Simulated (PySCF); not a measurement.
## Where does 2-methylthiazole take a proton?

Parent: `Cc1nccs1` (C4H5NS). Atom numbers as in the mapped SMILES `[CH3:1][c:2]1[n:3][cH:4][cH:5][s:6]1`. These are map numbers, not IUPAC locants.

Computed at ωB97X-D3(BJ)/def2-TZVP // PBE0-D3(BJ)/def2-SVP with PySCF (density fitting, grid level 2). Thermal corrections: PBE0-D3(BJ)/def2-SVP frequencies, unscaled, ideal gas at 298.15 K and 1 bar, quasi-RRHO entropy.

| site | product | PA / eV | GB / eV | gas share | above best in dichloromethane / eV | above best in toluene / eV |
| --- | --- | --- | --- | --- | --- | --- |
| N3 (pyridine-type nitrogen) | `Cc1[nH+]ccs1` | 9.74 | 9.41 | > 99.9 % | 0.000 | 0.000 |
| C5 (aromatic carbon) | `CC1=[S+]CC=N1` | 8.60 | 8.27 | < 0.1 % | 1.118 | 1.127 |
| S6 (ring sulfur) | `Cc1ncc[sH+]1` | 7.56 | 7.26 | < 0.1 % | 2.079 | 2.118 |

PA is −ΔH and GB is −ΔG of B + H⁺ → BH⁺ in the gas phase. Shares are Boltzmann weights among the listed products; an error of 10 kJ/mol changes a ratio about 56-fold. Sites whose products fell apart, merged with another or lost in a GFN2-xTB screen aren't listed. Values in solvent are IEF-PCM free energies relative to the most favourable product.

Of the listed sites N3 (pyridine-type nitrogen) is favoured in the gas phase, 1.14 eV ahead of C5 in free energy.

In dichloromethane the product from N3 is solvated 2.06 eV more strongly than the parent (electrostatics only).

In toluene the product from N3 is solvated 1.35 eV more strongly than the parent (electrostatics only).

Measured values (NIST Chemistry WebBook, evaluated or the median of agreeing entries): proton affinity (−ΔH) 931 kJ/mol (computed 939, difference 9); gas-phase basicity (−ΔG) 899 kJ/mol (computed 908, difference 9). These are compared with the most favourable site that keeps the skeleton.

Differences come from unrounded values, so a last digit can differ from that of the printed terms.
